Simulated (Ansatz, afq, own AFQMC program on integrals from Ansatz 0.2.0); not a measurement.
# SiH2, singlet in cc-pVDZ, levels against full CI

```csv
atom,x (Å),y (Å),z (Å)
Si,0.0000,-0.0793,0.0080
H,0.0000,1.2206,-1.3196
H,0.0000,0.9880,1.0980
```

Basis cc-pVDZ. Only valence electrons are correlated. Integrals, coupled cluster, full CI and functionals: Ansatz 0.2.0; the random walks run on the same integrals in our own AFQMC program. The CISD trial takes its coefficients from CCSD amplitudes. Released means that phaseless walkers are propagated on without the constraint, phases kept. ± is one standard error of the sampling.

Determinant: UHF, the one that the program's search chose, which needn't be the lowest solution. The geometry is a point of a scan.

Full CI on the same integrals is exact in this basis and with this determinant's frozen core.

Cautions: higher spins were not checked; an unrestricted solution with more broken spin lies lower (62 meV, ⟨S²⟩ 0.32), while this determinant keeps restricted orbitals.

The T1 diagnostic is 0.0166. The weight of the determinant in the CISD state is 0.901 and the ⟨S²⟩ of the determinant is 0.000. The size of the correlated space is 6 electrons in 23 orbitals.

| level | correlation energy (eV) |
| --- | --- |
| MP2 | -2.4280 |
| CCSD | -3.2520 |
| CCSD(T) | -3.3231 |

(1) Estimate where full CI lies against CCSD(T) on the same integrals.

(1) 23.0 meV below CCSD(T).

Reference: full CI, correlation energy -3.346 eV. The released energy is read at 2.40 1/Eh (meV from the phaseless value at times in 1/Eh: -2.5 ± 2.2 at 0.24, -2.7 ± 2.0 at 0.51, -3.7 ± 1.4 at 0.99, -3.9 ± 1.4 at 1.62, -4.7 ± 1.3 at 2.40).

```tsv
level	E − E(reference) (meV)	share of correlation (%)
CCSD(T)	23.0	99.31
CCSDT	3.4	99.90
CCSDT(Q)	0.6	99.98
CCSDTQ	0.0	100.00
ph-AFQMC/CISD	5.2 ± 1.8	99.84
released AFQMC	0.5 ± 1.3	99.99
```

CCSDT and higher add their correlation energy to the determinant of the CCSD(T) run, since their own runs factorise the integrals more tightly (a shift of under 2 meV). A walk keeps the symmetry of its determinant, which the program's search chose and which needn't be the lowest solution, so a lower state of the same spin and another symmetry isn't excluded. Released energies are given only where the last usable release times agree within the noise; a slower fall can still hide under it.
